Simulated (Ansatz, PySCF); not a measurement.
Species: ketene, C₂H₂O (charge 0, singlet). SMILES: C=C=O
Geometry: optimised at B3LYP-D3(BJ)/def2-TZVP (Ansatz, a program for electronic structure).

PBE beside other levels, property by property. Valence correlation only, unless marked. UHF or UKS for open shells. Spin-orbit coupling is left out. Non-relativistic. Basis-set limits of correlation are two-point, X^-3; Hartree-Fock from the larger set. [CCSD(T)-MP2]/basis is that difference in the basis named. Rows marked 298 K are enthalpies with B3LYP-D3(BJ) harmonic zero-point and thermal terms from PySCF. Enthalpies of formation rest on the atoms' values in the G2/97 table (older ones for B and Si), with no core term in the frozen-core levels. Vertical energies are electronic, to the SCF solution reached for that spin. Anions need diffuse functions, of which def2-TZVPD holds fewer than the aug- sets. The coupled-cluster column (Ansatz) is a level with limits of its own: (a) RI-MP2/CBS(aug-cc-pVTZ,aug-cc-pVQZ)+[CCSD(T)-MP2]/aug-cc-pVTZ; (b) CCSD(T)/CBS(cc-pVTZ,cc-pVQZ).

```
property                                                                B3LYP-D3(BJ)/def2-TZVPD (Ansatz + dftd3)  B2PLYP-D3(BJ)/def2-TZVPD (Ansatz + dftd3)  RI-MP2/CBS(aug-cc-pVTZ,aug-cc-pVQZ) (Ansatz)  coupled cluster  measured
----------------------------------------------------------------------  ----------------------------------------  -----------------------------------------  --------------------------------------------  ---------------  --------
vertical ionisation energy to the doublet (eV)                                                              9.81                                       9.70                                         10.06         9.85 (a)         -
enthalpy of formation at 298 K by atomisation (kcal/mol)                                                   -14.2                                      -10.2                                         -28.6         -9.6 (b)     -11.6
vertical triplet-singlet gap (eV)                                                                           3.53                                       3.69                                          4.07         3.82 (a)         -
deprotonation enthalpy (C-H bond), 298 K, to [CH-]=C=O + H+ (kcal/mol)                                     367.7                                      365.7                                         361.8        365.8 (a)         -
```

Measured values: Active Thermochemical Tables 1.112 (ions: stationary electron), as tabulated in the package chemicals; they hold spin-orbit effects, which all levels lack, and core correlation, which the frozen-core levels lack.

Q: What does PBE/def2-TZVPD (Ansatz) give for each property, and on which side of the measured value, or else of coupled cluster, does it fall?

A: 
- vertical ionisation energy to the doublet: PBE lies 0.13 eV below coupled cluster; PBE gives 9.72 eV.
- enthalpy of formation at 298 K by atomisation: PBE lies 24.7 kcal/mol below the measured value; PBE gives -36.3 kcal/mol.
- vertical triplet-singlet gap: PBE lies 0.23 eV below coupled cluster; PBE gives 3.59 eV.
- deprotonation enthalpy (C-H bond), 298 K, to [CH-]=C=O + H+: PBE lies 1.0 kcal/mol below coupled cluster; PBE gives 364.8 kcal/mol.
